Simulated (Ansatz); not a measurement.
# C₂H₃FO: taking an electron away

How much energy removes an electron from C₂H₃FO at fixed geometry? The cation is run at each level and the neutral's energy taken from earlier runs.

The runs use Ansatz 0.2.0, Gaussian basis; unrestricted cation, the program's frozen cores in correlated methods.

The runs, in order: UKS PBE-D4/def2-TZVPP; UKS r2SCAN-D4/def2-TZVPP; UKS PBE0-D4/def2-TZVPP; UKS B3LYP-D4/def2-TZVPP; UKS wB97X-V/def2-TZVPP; UKS wB97M-V/def2-TZVPP; UKS B2PLYP/def2-TZVPP; UHF-CCSD(T)/def2-TZVPP; UHF-CCSD(T)/def2-QZVPP; extrapolation to the limit; then −ε(HOMO) from the neutral's earlier runs with LDA (SPW92), PBE-D4, revPBE-D4, BLYP-D4, r2SCAN-D4, B97M-V, PBE0-D4, B3LYP-D4, r2SCANh-D4, r2SCAN0-D4, HSE06-D4, BHLYP-D4, CAM-B3LYP-D4, LC-ωPBE, ωB97X-V, ωB97M-V.

## 1. The relaxed structure

All runs share one geometry, relaxed beforehand with PBE0-D4 in a triple-zeta def2 set.

SMILES `FC1CO1`, 7 atoms, charge 0, spin multiplicity 1.

Atoms are counted from 1 here; the program's logs count them from 0.

Bond lengths: F1–C2 1.351 Å, C2–C3 1.449 Å, C2–O4 1.374 Å, C2–H5 1.087 Å, C3–O4 1.439 Å, C3–H6 1.086 Å, C3–H7 1.086 Å. Angles: F1–C2–C3 118.9°, F1–C2–O4 115.5°, F1–C2–H5 110.6°, C3–C2–O4 61.2°, C3–C2–H5 124.3°, O4–C2–H5 117.4°, C2–C3–O4 56.8°, C2–C3–H6 120.8°, C2–C3–H7 118.0°, O4–C3–H6 115.4°, O4–C3–H7 114.6°, H6–C3–H7 116.8°, C2–O4–C3 62.0°.

## 2. Cation, UKS PBE-D4/def2-TZVPP

Input file in.yaml:

```yaml
crystal:
  periodic: [false, false, false]
  atoms:
    - {symbol: F, position_ang: [-1.230105, -1.269681, -0.057091]}
    - {symbol: C, position_ang: [-0.627821, -0.077476, -0.262021]}
    - {symbol: C, position_ang: [0.671386, 0.163607, 0.333374]}
    - {symbol: O, position_ang: [0.484927, -0.107938, -1.067736]}
    - {symbol: H, position_ang: [-1.365992, 0.696013, -0.456997]}
    - {symbol: H, position_ang: [0.995689, 1.172177, 0.572517]}
    - {symbol: H, position_ang: [1.133116, -0.644702, 0.892153]}
basis:
  gaussian: {orbitals: def2-TZVPP}
total_charge: 1
magnetization: {spin_polarized: true, initial_magnetization: 1}
hamiltonian: {xc: pbe, dispersion: d4}
```

Command:

```
$ ansatz run in.yaml --threads 2 --pin off --events-out ev --progress --plain --max-ram 32768MiB --backend cpu
```

The runs that follow: Cation, UKS r2SCAN-D4/def2-TZVPP; Cation, UKS PBE0-D4/def2-TZVPP; Cation, UKS B3LYP-D4/def2-TZVPP; Cation, UKS wB97X-V/def2-TZVPP; Cation, UKS wB97M-V/def2-TZVPP; Cation, UKS B2PLYP (frozen core)/def2-TZVPP; Cation, UHF-CCSD(T)/def2-TZVPP; Cation, UHF-CCSD(T)/def2-QZVPP.

**Question.** What will the summary of the whole plan be? Wanted: ionisation energy, CCSD(T)/CBS; nearest functional by difference; nearest −ε(HOMO); −ε(HOMO) of PBE; T1 of the cation.

The runs gave:

| quantity | value |
| --- | --- |
| ionisation energy, CCSD(T)/CBS | 11.68 eV |
| nearest functional by difference | B2PLYP (-0.20 eV) |
| nearest −ε(HOMO) | LC-ωPBE (-0.15 eV) |
| −ε(HOMO) of PBE | 7.01 eV |
| T1 of the cation | 0.040 |

In words: Energy differences with functionals land within 0.67 eV of the reference. The PBE orbital energy is 4.7 eV too small: a semilocal HOMO is no ionisation energy. Among orbital estimates LC-ωPBE comes nearest. Hartree-Fock falls 1.53 eV short, as the neutral has more correlation energy than the cation. The cation's T1 (from the report) is 0.040, near the customary mark of 0.045 for open shells, so the coupled-cluster value is less safe.
